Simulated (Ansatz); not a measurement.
The Li atom from Hartree–Fock to CCSD(T)

Total charge 0; spin multiplicity 2. Correlated methods include outer-core shells of Li, which these sets cover unevenly. A free atom. All electrons outside any core potential correlated, unrestricted reference, the Gaussian-basis code of Ansatz.

```tsv
basis	HF (Eh)	MP2 corr.	CCSD corr.	(T)	CCSD(T) total
def2-SVP	-7.42507	-0.00254	-0.00288	0.00000	-7.42795
def2-TZVPP	-7.43268	-0.03092	-0.03536	-0.00002	-7.46806
def2-QZVPP	-7.43274	-0.03062	-0.03518	-0.00001	-7.46793
```
